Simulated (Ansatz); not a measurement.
# BNH (doublet): the correlation ladder at angle B1–N2–H3 = 120.1°, 6-31G

How much of the correlation energy of BNH (doublet) does each wave-function method recover here?

The runs use Ansatz 0.2.0, Gaussian basis; 6-31G, core rule «outside noble gas», up to 2 orbitals frozen.

To be run: UHF; CCSD(T) on ROHF; CCSD(T) on UHF; BCCD(T) on ROHF; CISD; CCSDT(Q) on ROHF; CCSDT(Q) on UHF; CCSDTQ on ROHF; CASSCF and MRCISD+Q, 3 electrons in 3 orbitals; CASSCF and NEVPT2, 3 electrons in 3 orbitals; CASSCF and MRCISD+Q, 9 electrons in 9 orbitals; CASSCF and NEVPT2, 9 electrons in 9 orbitals; Full CI.

15 further runs of the same task are left out: 2 for a known fault of the program, 1 for a mislabelled method, 8 that didn't finish, 4 set aside as unsound or not needed.

### 1 The system

The geometry derives from a PBE0/def2-TZVP stationary point (not a proven minimum). One angle is set to the value named; bond lengths are kept.

3 atoms, charge 0, spin multiplicity 2.

Atoms are counted from 1 here; the program's logs count them from 0.

Bond lengths: B1–N2 1.234 Å, N2–H3 0.993 Å. Angles: B1–N2–H3 120.1°.

### 2 UHF

in.yaml

```yaml
crystal:
  periodic: [false, false, false]
  atoms:
    - {symbol: B, position_ang: [0.338700, 0.000000, 0.654965]}
    - {symbol: N, position_ang: [-0.277142, 0.000000, -0.413857]}
    - {symbol: H, position_ang: [0.218427, 0.000000, -1.273940]}
basis:
  gaussian: {orbitals: 6-31G}
magnetization: {spin_polarized: true, initial_magnetization: 1}
hamiltonian: {xc: hf}
output: {orbitals: {seedname: orbitals}}
```

The run is started by

```
> ansatz run in.yaml --threads 1 --pin off --events-out ev --progress --plain --max-ram 2393MiB
```

Further steps of the session: CCSD(T) on ROHF; CCSD(T) on UHF; BCCD(T) on ROHF; CISD; CCSDT(Q) on ROHF; CCSDT(Q) on UHF; CCSDTQ on ROHF; CASSCF and MRCISD+Q, 3 electrons in 3 orbitals; CASSCF and NEVPT2, 3 electrons in 3 orbitals; CASSCF and MRCISD+Q, 9 electrons in 9 orbitals; CASSCF and NEVPT2, 9 electrons in 9 orbitals; Full CI.

Before running them: what should the planned runs give, taken together? Wanted: FCI below the RHF energy; RMP2 from FCI; UMP2 from FCI; RCCSD from FCI; RCCSD(T) from FCI; UCCSD(T) from FCI; RCCSDT(Q) from FCI; UCCSDT(Q) from FCI; NEVPT2 pair from FCI.

The runs gave:

```
                         quantity                                                                                         value
         FCI below the RHF energy                                                                                    -4.7964 eV
                    RMP2 from FCI                                                                                    +523.3 meV
                    UMP2 from FCI                                                                                    +576.0 meV
                   RCCSD from FCI                                                                                    +209.6 meV
                RCCSD(T) from FCI                                                                                     +30.3 meV
                UCCSD(T) from FCI                                                                                     +40.8 meV
               RCCSDT(Q) from FCI                                                                                      +0.1 meV
               UCCSDT(Q) from FCI                                                                                      -6.1 meV
             NEVPT2 pair from FCI                                                                                    +459.8 meV
           MRCISD+Q pair from FCI                                                                                    +101.2 meV
          NEVPT2 valence from FCI                                                                                    +358.2 meV
levels within 1 kcal/mol (43 meV)  RCCSD(T), UCCSD(T), BCCD(T), RCCSDT, UCCSDT, RCCSDT(Q), UCCSDT(Q), RCCSDTQ, MRCISD+Q valence
                    T1 diagnostic                                                                                         0.037
   effectively unpaired electrons                                                                                          1.09
```

In words: RCCSD(T) misses by +30.3 meV, 0.6 % of the correlation energy. UCCSDT(Q) falls below full CI: unrestricted runs freeze a spin-polarised core, another one than full CI's, and coupled cluster isn't variational. One determinant dominates. Of the multireference levels listed MRCISD+Q valence comes nearest in total energy (+38.3 meV), which doesn't show that its space is the better one. These misses are within one basis, not against nature; the frozen cores of restricted and unrestricted runs differ, which can shift their rows.
